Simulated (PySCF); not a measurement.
Working out the ionisation energy of P

P [Ne] 3s2 3p3 (4S) → P⁺ [Ne] 3s2 3p2 (3P). All numbers are calculated (PySCF 2.14, no relativity, point nucleus, in aug-cc-pwCVTZ). Frozen: nothing. Energies in hartree (1 hartree = 27.21139 eV):

```
             part    P (lower)   P⁺ (upper)
              UHF  -340.716611  -340.352469
MP2 opposite-spin    -0.268368    -0.259016
    MP2 same-spin    -0.107357    -0.094635
```

Question: What does Hartree-Fock give?

Answer: (-340.352469) − (-340.716611) = 0.364142 hartree = 9.909 eV.

Question: What do MP2 and SCS-MP2 (6/5 opposite-spin, 1/3 same-spin) give?

Answer: The opposite-spin parts differ by 0.254 eV and the same-spin parts by 0.346 eV. MP2: 9.909 + (0.254) + (0.346) = 10.509 eV. SCS-MP2: 9.909 + 1.2 × (0.254) + (0.346)/3 = 10.329 eV.

Measured between the centres of the two terms (NIST): 10.526 eV, so MP2 (all electrons) is off by -0.017 eV.

What remains against the reference includes basis incompleteness and correlation beyond second order.
